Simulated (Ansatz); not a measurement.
Gas-phase electronic energies from Ansatz, PBE0-D4/def2-TZVP geometries. CCSD(T)/CBS adds triple-zeta CCSD(T) − MP2 to the extrapolated MP2 energy (def2 sets, frozen cores). Functionals use def2-TZVPP. B3LYP here is the variant with VWN-RPA as its local correlation; programs differ in this. HSE06 is defined as in plane-wave codes.

`BBC` → `BCB`  (isomerisation)

Question: Is it downhill or uphill in electronic energy at CCSD(T)/CBS, and by how much? (An estimate is asked.)

Answer: Ansatz gave: Downhill: ΔE = -25.3 kJ/mol.

Question: What do these levels give: B97M-V, PBE0-D4, HSE06-D4, B2PLYP, r2SCAN, B3LYP, r2SCANh, r2SCAN0, MP2/def2-SVP, CCSD(T)/def2-SVP, SCS-MP2/def2-TZVPP, MP2/def2-QZVPP? (Estimate.)

Answer: Computed: B97M-V -11.8, PBE0-D4 -18.7, HSE06-D4 -18.7, B2PLYP -23.3, r2SCAN -18.0, B3LYP -17.9, r2SCANh -19.4, r2SCAN0 -21.3, MP2/def2-SVP -33.5, CCSD(T)/def2-SVP -27.8, SCS-MP2/def2-TZVPP -30.2, MP2/def2-QZVPP -31.8 kJ/mol.

Largest T1 diagnostic among the species: 0.011.

From BLYP to BHLYP (50 % exact exchange), in def2-TZVPP and without D4, ΔE moves by −6.6 kJ/mol. Leaving LDA and LC-ωPBE aside and taking each functional with its dispersion term where it has one, the values, not all of them listed here, spread over 13.7 kJ/mol, from PBE-QIDH to B97M-V.
